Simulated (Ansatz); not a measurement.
# Redistribution: CH3Cl + C3H9N → CH5N + C3H7Cl

Gas-phase species: CH3Cl (chloromethane) `CCl`, singlet; C3H9N (isopropylamine) `CC(C)N`, singlet; CH5N (methylamine) `CN`, singlet; C3H7Cl (2-chloropropane) `CC(C)Cl`, singlet. The partners trade Cl for NH2; both sit on C, so the bond types are kept.

Shapes, held fixed at every level: PBE0-D4/def2-TZVP. Flexible molecules stand in one conformer, not always the lowest. Programs: Ansatz 0.2.0. The zero-point and thermal change to 298 K, harmonic and unscaled (PBE0-D4/def2-TZVP), is +0.7 kJ/mol.

**What was measured.** Tabulated heats of formation (Active Thermochemical Tables, CRC Handbook of Chemistry and Physics): CH3Cl -82.6 (ATcT); C3H9N -83.7 (CRC); CH5N -20.9 (ATcT); C3H7Cl -144.9 (CRC) kJ/mol, which give ΔH(298 K) = +0.5 kJ/mol.

| level | kind | ΔH (kJ/mol) | computed − measured |
| --- | --- | --- | --- |
| HF/def2-TZVPP | Hartree–Fock | -0.1 | -0.6 |
| r2SCAN-D4/def2-TZVPP | meta-GGA | -1.4 | -1.9 |
| B2PLYP/def2-TZVPP | double hybrid | -0.9 | -1.4 |
| MP2/def2-SVP | perturbation theory | -3.3 | -3.9 |
| MP2/def2-TZVPP | perturbation theory | -0.9 | -1.4 |
| CCSD/def2-SVP | coupled cluster or CI | -2.2 | -2.7 |
| CCSD/def2-TZVPP | coupled cluster or CI | +0.8 | +0.3 |
| CCSD(T)/CBS estimate | coupled cluster or CI | -0.3 | -0.8 |

All levels lie within 4 kJ/mol, near the uncertainty of the heats themselves, so they can't be ranked here. The heats of C3H7Cl (2-chloropropane) come from older tables and can be uncertain by 10 kJ/mol or more. The CBS estimate extrapolates MP2 from def2-TZVPP and def2-QZVPP and adds CCSD(T) − MP2 in the triple-zeta set, cores frozen.
